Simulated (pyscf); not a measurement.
One four-centre exchange on the singlet surface with elements of a group swapped. ωB97M-D3(BJ)/def2-TZVP, kcal/mol, from the separated reactants. Structures and frequencies: ωB97X-D3(BJ)/def2-SVP in PySCF.

```json
[
 {"step": "H₂N–GeH(F)–F + H₂ → F–GeH₂–F + NH₃", "barrier": "41.8", "reaction energy": "+1.2", "imaginary mode (i cm⁻¹)": "1589"},
 {"step": "H₂N–SiH(Br)–Br + H₂ → Br–SiH₂–Br + NH₃", "barrier": "?", "reaction energy": "?", "imaginary mode (i cm⁻¹)": "1549"}
]
```

Question: Complete the blanks.

Answer: 
- H₂N–SiH(Br)–Br + H₂ → Br–SiH₂–Br + NH₃, barrier: 46.4
- H₂N–SiH(Br)–Br + H₂ → Br–SiH₂–Br + NH₃, reaction energy: +11.0

Row 1: On the product side the descent ends in a bound adduct, 10.0 kcal/mol under the separated species and 49.6 kcal/mol under the saddle at ωB97X-D3(BJ)/def2-TZVP. Row 2: On the product side the descent ends in a complex, 7.3 kcal/mol under the separated species and 42.2 kcal/mol under the saddle at ωB97X-D3(BJ)/def2-TZVP. Each row is the saddle that its search found. Elements up to Kr have no core potential and no relativistic terms here.
